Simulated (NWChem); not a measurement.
isobutane (C$_{4}$H$_{10}$); SMILES CC(C)C

Computed with NWChem. Medium grid unless said otherwise, to which SCAN and Minnesota functionals are sensitive. Structure relaxed at the B3LYP/6-31G* (spherical d) level.

**Question.** Among these, which level gives the lowest value of “highest occupied level (eV)”?
(A) B97-D/def2-SVP
(B) LC-wPBE (HJS exchange hole, range parameter 0.4 per bohr)/def2-SVP
(C) CAM-B3LYP/def2-SVP
(D) PBE/def2-SVP

**Answer.** B, LC-wPBE (HJS exchange hole, range parameter 0.4 per bohr)/def2-SVP. Values: LC-wPBE (HJS exchange hole, range parameter 0.4 per bohr)/def2-SVP -11.75; CAM-B3LYP/def2-SVP -10.38; B97-D/def2-SVP -7.56; PBE/def2-SVP -7.52
